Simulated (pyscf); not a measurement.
**Concerted two-bond exchange: `[CH3][SiH2][SiH3]` → `[SiH3][CH2][SiH3]`**

Gas phase, singlet surface, charge 0. Bonds broken: C1–H4, Si2–Si3. Bonds formed: C1–Si3, Si2–H4. PySCF, gas phase, ωB97X-D3(BJ)/def2-SVP geometries. MP2 and CC: frozen core, UHF for open shells. ΔMP2 is the change of the MP2 total energy from the triple- to the quadruple-zeta basis.

Transition state (Å):

```xyz
11

C      0.3889     0.3545    -0.5030
Si    -0.1189    -1.2603     0.0212
Si    -1.6651     0.2066     1.6151
H      1.0887    -1.4119    -1.2211
H     -0.0953     0.8742    -1.3419
H      1.2408     0.8751    -0.0432
H     -1.2388    -1.9811    -0.6419
H      0.5770    -1.9791     1.1223
H     -0.9991     1.0595     2.6585
H     -2.3861    -0.8860     2.3629
H     -2.7317     1.0576     0.9846
```

One imaginary mode, 1709i cm⁻¹; descent along it reached the two sides named.

| bond | change | reactant side (Å) | saddle | product side |
|---|---|---|---|---|
| C1–H4 | breaks | 1.101 | 2.031 | 2.8 |
| Si2–Si3 | breaks | 2.336 | 2.7 | 3.1 |
| C1–Si3 | forms | 3.5 | 3.0 | 1.880 |
| Si2–H4 | forms | 2.503 | 1.739 | 1.493 |

Electronic energies relative to the reactant's lowest minimum found (kcal/mol):

```
level                             barrier  reaction energy  reverse barrier
--------------------------------  -------  ---------------  ---------------
ωB97X-D3(BJ)/def2-TZVP              123.6             +1.0            122.6
PBE/def2-TZVP                       109.4             +2.7            106.6
r²SCAN/def2-TZVP                    113.9             +0.8            113.1
B3LYP-D3(BJ)/def2-TZVP              113.8             +0.1            113.7
PBE0-D3(BJ)/def2-TZVP               117.4             +1.6            115.8
M06-2X/def2-TZVP                    121.3             -1.4            122.7
ωB97M-D3(BJ)/def2-TZVP              119.4             -1.5            121.0
HF/def2-TZVP                        127.0             -2.0            129.0
MP2/def2-QZVPP                      127.2             -2.2            129.4
CCSD/def2-TZVPP                     123.0             -0.8            123.8
CCSD(T)/def2-TZVPP                  119.8             -0.7            120.5
CCSD(T)/def2-TZVPP + ΔMP2(QZVPP)    119.5             -0.7            120.2
```

With CCSD(T)/def2-TZVPP + ΔMP2(QZVPP) energies and thermal terms (ideal gas, 1 atm, RRHO with modes under 100 cm⁻¹ raised to 100, one conformer, R ln 2 for rigid chiral ones), in kcal/mol:

| T (K) | ΔH‡ | ΔG‡ | ΔH | ΔG |
|---|---|---|---|---|
| 298 | 114.0 | 113.8 | -1.8 | -0.9 |
| 600 | 114.3 | 113.4 | -2.0 | +0.1 |
| 900 | 114.4 | 112.9 | -1.9 | +1.2 |
| 1200 | 114.4 | 112.3 | -1.8 | +2.2 |

From the product side, SiH₃• + •H₂C–SiH₃ lies, by one bond made or cut, 28.8 kcal/mol under this saddle at ωB97M-D3(BJ). The same reactants have a lower exit, to H₃C–SiH₂• + SiH₃• (no saddle counted: cutting one bond costs +80.1 kcal/mol at ωB97M-D3(BJ), against +119.4 kcal/mol here). One saddle was located; it need not be the lowest between these sides. A restricted solution here is unstable towards spin polarisation, so biradical character is likely and single-reference numbers are less safe. The CCSD(T) − MP2 part came from Ansatz, without density fitting, on the same reference.
